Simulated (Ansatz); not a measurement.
# C2H2S (SMILES C#CS): a rigid scan of the angle H5–S3–C2

An exercise on one series of results from a longer session: the logs are not shown, and one member is left open.

Method: single points in def2-TZVPP; program: Ansatz 0.2.0, Gaussian basis.

Levels: PBE-D4, r2SCAN-D4, PBE0-D4, B3LYP-D4, wB97M-V, Hartree-Fock, MP2, CCSD, CCSD(T). The scan takes 78.7, 83.2, 87.7, 92.2, 96.7, 101.2, 105.7, 110.2, 114.7°.

Cores are frozen in the correlated methods. B3LYP uses VWN-RPA correlation.

28 further runs of the same task are left out: 28 set aside as unsound or not needed.

## The starting structure

The minimum, relaxed at PBE0-D4: SMILES `C#CS`, 5 atoms, charge 0, spin multiplicity 1.

Atoms are counted from 1 here; the program's logs count them from 0.

Bond lengths: C1–C2 1.204 Å, C1–H4 1.064 Å, C2–S3 1.679 Å, S3–H5 1.346 Å. Angles: C2–C1–H4 179.3°, C1–C2–S3 175.2°, C2–S3–H5 96.7°.

Coordinates:

```
C    -1.1968   -0.3420    0.0019
C     0.0007   -0.2237    0.0261
S     1.6789   -0.1976    0.0834
H    -2.2568   -0.4334   -0.0218
H     1.8239    1.1231   -0.1310
```

Energies of the minimum (eV), from earlier single points: PBE-D4 -12933.52046, r2SCAN-D4 -12938.77195, PBE0-D4 -12934.44215, B3LYP-D4 -12941.56201, wB97M-V -12939.39315, CCSD(T) -12923.30745.

At the minimum the angle H5–S3–C2 is 96.7°.

The first run:

ccsdt-tzvpp/in.yaml

```yaml
crystal:
  periodic: [false, false, false]
  atoms:
    - {symbol: C, position_ang: [-1.196758, -0.341980, 0.001867]}
    - {symbol: C, position_ang: [0.000682, -0.223683, 0.026135]}
    - {symbol: S, position_ang: [1.678888, -0.197622, 0.083396]}
    - {symbol: H, position_ang: [-2.256772, -0.433404, -0.021842]}
    - {symbol: H, position_ang: [1.402554, 1.099996, -0.142578]}
basis:
  gaussian: {orbitals: def2-TZVPP}
correlation: {method: ccsd_t}
```

The command line of these runs was not kept.

Among the steps run: H5–S3–C2 = 78.7°; H5–S3–C2 = 83.2°; H5–S3–C2 = 87.7°; H5–S3–C2 = 92.2°; H5–S3–C2 = 96.7°; H5–S3–C2 = 101.2°; H5–S3–C2 = 105.7°; H5–S3–C2 = 110.2°; H5–S3–C2 = 114.7°.

One of the session's tables, all rows but one given; the rest of the session is left out.

Energies less that of the minimum at the same level (eV):

```
     angle (°)  PBE-D4  PBE0-D4  B3LYP-D4  wB97M-V  Hartree-Fock
          78.7   0.276    0.287     0.309    0.287         0.378
          83.2       ?        ?         ?        ?             ?
          87.7   0.071    0.072     0.081    0.069         0.101
          92.2   0.019    0.018     0.022    0.016         0.029
          96.7   0.000    0.000     0.000    0.000         0.000
96.7 (minimum)   0.000    0.000     0.000    0.000         0.000
         101.2   0.015    0.017     0.014    0.019         0.013
         105.7   0.062    0.067     0.062    0.073         0.066
         110.2   0.140    0.151     0.143    0.159         0.156
         114.7   0.247    0.264     0.256    0.276         0.283
```

Q: Estimate the row for angle (°) = 83.2 from the others.

Worked estimate for «PBE-D4». A straight line through the neighbours (78.7, 0.276) and (87.7, 0.071) gives 0.276 + (0.071 − 0.276) × (83.2 − 78.7) / (87.7 − 78.7) = 0.174; a parabola fitted to 3 rows on both sides gives 0.157.

The run gave: PBE-D4: 0.157; PBE0-D4: 0.162; B3LYP-D4: 0.176; wB97M-V: 0.159; Hartree-Fock: 0.217. In «PBE-D4» the line misses by +0.017 and the parabola by 0.000.

Limits of these values: A polynomial through the near points puts the CCSD(T) minimum 0.2° below the PBE0-D4 value.
